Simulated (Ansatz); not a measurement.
Saddle point of BH5SO, singlet (BH₃S ([BH2][SH]) + H₂O → BH₃O ([BH2][OH]) + H₂S; bonds formed: S2–H5; dative contacts that become bonds: B1–O6; bonds broken: B1–S2, H5–O6), PBE0-D4/def2-TZVP structure:

```json
{"atom": "B1", "x (Å)": "-0.2983", "y (Å)": "-0.4827", "z (Å)": "-0.4373"}
{"atom": "S2", "x (Å)": "1.5024", "y (Å)": "0.4759", "z (Å)": "-0.2189"}
{"atom": "H3", "x (Å)": "-0.0505", "y (Å)": "-1.6564", "z (Å)": "-0.3687"}
{"atom": "H4", "x (Å)": "-0.8403", "y (Å)": "-0.0664", "z (Å)": "-1.4198"}
{"atom": "H5", "x (Å)": "0.4036", "y (Å)": "0.5747", "z (Å)": "0.8591"}
{"atom": "O6", "x (Å)": "-0.8579", "y (Å)": "0.0988", "z (Å)": "0.8559"}
{"atom": "H7", "x (Å)": "1.1495", "y (Å)": "1.6430", "z (Å)": "-0.7830"}
{"atom": "H8", "x (Å)": "-1.0084", "y (Å)": "-0.5870", "z (Å)": "1.5128"}
```

Energies are electronic, without zero-point energy. Barriers and step energies count from the start structure reached by relaxing down the imaginary mode; all methods use the PBE0-D4 structures, on which another method's saddle can fall below an end. Program: Ansatz 0.2.0. Basis: def2-TZVPP, with def2-QZVPP for the basis limit. Cores are frozen in the correlated methods. B3LYP uses VWN-RPA correlation. Extrapolation: Hartree–Fock as exp(−7.88 √X), correlation as X^−2.97.

```
      method  barrier (kcal/mol)  step energy (kcal/mol)
       SPW92                8.18                    2.07
      PBE-D4               10.97                   -3.50
     BLYP-D4               12.53                   -8.77
   r2SCAN-D4               12.90                   -4.82
      B97M-V               16.31                   -6.49
     PBE0-D4               14.10                   -3.59
    B3LYP-D4               14.91                   -8.38
  r2SCAN0-D4               15.21                   -4.62
    BHLYP-D4               18.72                   -8.90
CAM-B3LYP-D4               15.82                   -7.85
     wB97X-V                   ?                   -6.18
     wB97M-V               16.34                   -6.12
      B2PLYP                   ?                   -7.93
    PBE-QIDH                   ?                   -3.96
  RPA on PBE               15.23                   -8.45
          HF               25.77                  -15.02
         MP2               15.46                   -5.23
        CCSD               18.39                   -7.94
     CCSD(T)               16.64                   -6.74
```

(1) Fill in the withheld barriers. (To be estimated.)

T1 diagnostic: at most 0.013.

## Answers

(1) Computed: wB97X-V 16.43; PBE-QIDH 16.03; B2PLYP 15.64 kcal/mol. Each is the energy of the saddle less that of the start structure, by the same method.

For comparison, the barrier by CCSD(T) at an estimated basis limit (MP2 extrapolated from triple and quadruple zeta, plus CCSD(T) − MP2 in triple zeta) is 16.68 kcal/mol.

Labels in which every atom is bracketed show which atoms are joined, not bond orders.

For scale, one of the runs: CCSD(T)/def2-TZVPP, 174 basis functions, launched by `ansatz run in.yaml --threads 2 --pin off --events-out ev --progress --plain --max-ram 4352MiB`. Time: 30 s of wall clock on 2 CPU threads of an Intel Xeon Platinum 8488C; the host was shared. Peak host memory: 1.6 GiB.
